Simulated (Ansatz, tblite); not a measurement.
# The cluster H₂Au₂+: a ladder of methods and basis sets

The task here is to estimate one member of a computed series from the others.

Computed with Ansatz 0.2.0, Gaussian basis. Level: as each input shows.

Levels to be run: GFN1-xTB, GFN2-xTB, PBE-D4/def2-TZVP, r2SCAN-D4/def2-TZVP, r2SCAN0-D4/def2-TZVP, HSE06-D4/def2-TZVP, BLYP-D4/def2-TZVP, LC-ωPBE/def2-TZVP, r2SCANh-D4/def2-TZVP, PBE+5HF/def2-TZVP, PBE+10HF/def2-TZVP, PBE+15HF/def2-TZVP, PBE+35HF/def2-TZVP, PBE+50HF/def2-TZVP, PBE-D4/def2-SVP, PBE0-D4/def2-SVP, CCSD(T)/def2-TZVPP, MP2/def2-TZVP, RPA/def2-TZVP.

1 further run of the same task is left out (set aside as unsound or not needed).

## The geometry

The doublet was relaxed beforehand with PBE-D4/def2-TZVP. At that level it is the lowest of the isomers that a small search found.

4 atoms, charge 1, spin multiplicity 2.

Bond lengths: Au1–Au2 2.654 Å, Au1–H4 1.551 Å, Au2–H3 1.551 Å. Angles: Au2–Au1–H4 93.8°, Au1–Au2–H3 93.3°.

Au takes a core potential in the def2 sets. No spin-orbit coupling is included. The ion is computed in the gas phase, without counter-ions or solvent.

PBE0-D4/def2-TZVP was run before; its log isn't repeated, and its numbers join the tables.

Set-up of the first run:

Tight binding, by tblite at 300 K electronic temperature and without a spin-polarisation term:

```python
tblite.interface.Calculator('GFN1-xTB', numbers, positions, charge=1, uhf=1).singlepoint()
```

Tight binding, by tblite at 300 K electronic temperature and without a spin-polarisation term:

```python
tblite.interface.Calculator('GFN2-xTB', numbers, positions, charge=1, uhf=1).singlepoint()
```

start.molden holds the orbitals of an earlier run on this state, given as this run's starting guess.

Input file in.yaml:

```yaml
crystal:
  periodic: [false, false, false]
  atoms:
    - {symbol: Au, position_ang: [-0.763706, -0.991085, 0.436289]}
    - {symbol: Au, position_ang: [0.746360, 0.959647, -0.541198]}
    - {symbol: H, position_ang: [-0.418059, 1.984707, -0.539725]}
    - {symbol: H, position_ang: [0.435415, -1.953279, 0.644634]}
basis:
  gaussian: {orbitals: def2-TZVP, initial_orbitals: start.molden}
total_charge: 1
magnetization: {spin_polarized: true, initial_magnetization: 1}
hamiltonian: {xc: pbe, dispersion: d4}
scf: {omitted_lower_state_checks: [starts]}
output: {forces: true, orbitals: {seedname: orbitals}}
```

On the command line:

```sh
ansatz run in.yaml --threads 4 --pin off --events-out ev --progress --plain --max-ram 3916MiB
```

Steps of the session up to this table: PBE-D4/def2-TZVP; r2SCAN-D4/def2-TZVP; r2SCAN0-D4/def2-TZVP; HSE06-D4/def2-TZVP; BLYP-D4/def2-TZVP; LC-ωPBE/def2-TZVP; r2SCANh-D4/def2-TZVP; PBE+5HF/def2-TZVP; PBE+10HF/def2-TZVP; PBE+15HF/def2-TZVP; PBE+35HF/def2-TZVP; PBE+50HF/def2-TZVP; PBE-D4/def2-SVP; PBE0-D4/def2-SVP; CCSD(T)/def2-TZVPP; MP2/def2-TZVP; RPA/def2-TZVP.

One of the session's tables, all rows but one given; the rest of the session is left out.

It belongs to the step «Levels side by side». 

```
               level  HOMO (eV)  LUMO (eV)  gap (eV)
     PBE-D4/def2-SVP     -11.90     -11.34      0.56
    PBE-D4/def2-TZVP     -11.92     -11.34      0.57
   BLYP-D4/def2-TZVP          ?          ?         ?
 r2SCAN-D4/def2-TZVP     -12.18     -11.19      0.99
r2SCANh-D4/def2-TZVP     -12.56     -10.84      1.73
    PBE0-D4/def2-SVP     -12.89     -10.41      2.48
   PBE0-D4/def2-TZVP     -12.90     -10.40      2.50
r2SCAN0-D4/def2-TZVP     -13.14     -10.31      2.84
  HSE06-D4/def2-TZVP     -12.51     -10.77      1.74
   LC-ωPBE/def2-TZVP     -15.26      -8.14      7.11
   PBE+5HF/def2-TZVP     -12.11     -11.16      0.95
  PBE+10HF/def2-TZVP     -12.30     -10.97      1.33
  PBE+15HF/def2-TZVP     -12.50     -10.78      1.72
  PBE+35HF/def2-TZVP     -13.31     -10.02      3.28
  PBE+50HF/def2-TZVP     -13.94      -9.45      4.49
```

Estimate the missing values for BLYP-D4/def2-TZVP.

The run gave: HOMO (eV): -11.81; LUMO (eV): -11.30; gap (eV): 0.51. In the column «HOMO (eV)» it is the highest.
